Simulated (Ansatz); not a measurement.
```xyz
8

F    -1.357    0.140    0.986
C    -0.325   -0.110    0.149
S    -0.046   -1.847   -0.105
C     0.763    0.850    0.094
O    -0.261    0.760   -0.913
H    -1.223   -2.060   -0.718
H     0.695    1.727    0.731
H     1.754    0.541   -0.224
```

The species carries charge 0 and has multiplicity 1.

Problem. List the r2SCAN/def2-TZVPP orbital energies in eV (Ansatz 0.2.0). (Estimate.)

Solution. Ansatz gave: Occupied: -2409.71, -666.80, -517.05, -277.77, -275.18, -214.14, -158.24, -158.14, -157.97, -32.76, -29.46, -20.44, -18.24, -16.24, -14.21, -13.56, -12.42, -11.45, -11.12, -10.43, -9.16, -8.25, -7.67, -6.63. Lowest empty: -0.57, 0.58, 1.21, 2.02, 2.14, 2.28, 3.68, 4.68.
